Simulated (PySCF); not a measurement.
```xyz
4
charge 0 multiplicity 2, angstrom
C     0.0000    0.0000    0.0000
H     1.0869    0.0000    0.0000
H    -0.5435    0.9413    0.0000
H    -0.5435   -0.9413    0.0000
```

Method: UPBE/[C def2-TZVP, H def2-TZVP], no relativity, density fitting, PySCF.

This geometry of CH₃ is a stationary point at this level.

Task: What is the point group?

Result: D3h.

Task: Is it a minimum?

Result: Yes: all harmonic wavenumbers are real.

Task: Give the atomic charges and bond orders.

Result: 
```csv
atom,Mulliken,Löwdin,polar tensor,spin (Mulliken),Mayer order to C1
C1,-0.41,-0.28,-0.15,1.11,–
"H2,3,4",0.14,0.09,0.05,-0.04,0.97
```

Task: Give the ideal-gas entropy at 298.15 K and 1 bar by parts.

Result: translation 142.6, rotation 43.7, vibration 2.6, spin 5.8; total 194.8 J/(mol K).

Task: What is the atomisation energy, with and without zero-point energy?

Result: 1295 kJ/mol without, 1219 kJ/mol with.

This need not be the most stable arrangement of these atoms.
